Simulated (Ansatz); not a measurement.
Basis-set extrapolation for C3H4O2S (`O=S1(=O)C=CC1`) (PBE0-D4/def2-TZVP geometry, frozen core, the Gaussian-basis code of Ansatz). Multiplicity 1, RHF reference.

```
                      def2-TZVPP   def2-QZVPP
                 HF  -663.221602  -663.247530
    MP2 correlation    -1.135874    -1.223137
CCSD(T) correlation    -1.208062      not run
```

Energies in hartree. Use E(X) = E(∞) + A·exp(−7.88·√X) for Hartree–Fock and E(X) = E(∞) + B·X^(−2.97) for correlation, with X = 3 and 4, and add CCSD(T) minus MP2 of the smaller set to the MP2 limit.

Task: What is the CCSD(T) energy at the basis-set limit?

Result: HF limit: -663.247530 + (-0.025928) × 0.13774 = -663.25110. MP2 limit: -1.223137 + (-0.087263) × 0.74074 = -1.28778. Higher-order term: -1.208062 − (-1.135874) = -0.07219. Total: -664.61107 hartree, 4.94 eV below CCSD(T)/def2-TZVPP.
